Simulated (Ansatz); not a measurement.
Saddle point of Si2H7O, doublet (SiH₄O ([OH][SiH3]) + SiH₃ → SiH₃O ([OH][SiH2]) + SiH₄; bonds formed: H1–Si4; bonds broken: H1–Si2), PBE0-D4/def2-TZVP structure:

| atom | x (Å) | y (Å) | z (Å) |
| --- | --- | --- | --- |
| H1 | 0.1644 | 0.4722 | 0.3919 |
| Si2 | 1.4328 | 0.0155 | -0.7820 |
| O3 | 0.5757 | -0.9115 | -1.8461 |
| Si4 | -1.3946 | 0.4708 | 1.2039 |
| H5 | 2.0112 | 1.1210 | -1.5897 |
| H6 | 2.5075 | -0.7774 | -0.1100 |
| H7 | 0.2009 | -1.7318 | -1.5222 |
| H8 | -1.2744 | 0.9617 | 2.6036 |
| H9 | -2.3495 | 1.3186 | 0.4414 |
| H10 | -1.8744 | -0.9392 | 1.2093 |

Energies are electronic, without zero-point energy. Barriers and step energies count from the start structure reached by relaxing down the imaginary mode; all methods use the PBE0-D4 structures, on which another method's saddle can fall below an end. Program: Ansatz 0.2.0. Basis: def2-TZVPP, with def2-QZVPP for the basis limit. Cores are frozen in the correlated methods; orbitals are unrestricted. B3LYP uses VWN-RPA correlation. Extrapolation: Hartree–Fock as exp(−7.88 √X), correlation as X^−2.97.

```tsv
method	barrier (eV)	step energy (eV)
SPW92	0.072	-0.006
PBE-D4	0.228	-0.005
BLYP-D4	0.309	-0.015
r2SCAN-D4	0.373	0.023
B97M-V	0.284	0.026
PBE0-D4	0.368	0.023
B3LYP-D4	?	0.009
r2SCAN0-D4	0.464	0.039
BHLYP-D4	0.578	0.035
CAM-B3LYP-D4	?	0.010
wB97X-V	?	0.004
wB97M-V	0.517	0.014
B2PLYP	0.520	0.014
PBE-QIDH	0.544	0.040
RPA on PBE	0.631	0.017
HF	1.006	0.044
MP2	0.691	0.042
CCSD	0.674	0.048
CCSD(T)	0.622	0.041
```

**Question.** Fill in the withheld barriers. (Judge from chemistry; the value comes from the calculation.)

**Answer.** Computed: B3LYP-D4 0.412; CAM-B3LYP-D4 0.502; wB97X-V 0.502 eV. Each is the energy of the saddle less that of the start structure, by the same method.

For comparison, the barrier by CCSD(T) at an estimated basis limit (MP2 extrapolated from triple and quadruple zeta, plus CCSD(T) − MP2 in triple zeta) is 0.582 eV.

No T1 diagnostic of these runs exceeds 0.015. ⟨S²⟩ of the unrestricted Hartree–Fock references: 0.75 to 0.78 (a pure state has 0.75).

Radical steps of this kind take place in plasma deposition and etching.

Labels in which every atom is bracketed show which atoms are joined, not bond orders.

For scale, one of the runs: CCSD(T)/def2-TZVPP, 213 basis functions, launched by `ansatz run in.yaml --threads 4 --pin off --events-out ev --progress --plain --max-ram 9574MiB`. Time: 2.8 min of wall clock on 4 CPU threads of an Arm Neoverse V1; the host was shared. Peak host memory: 7.3 GiB.
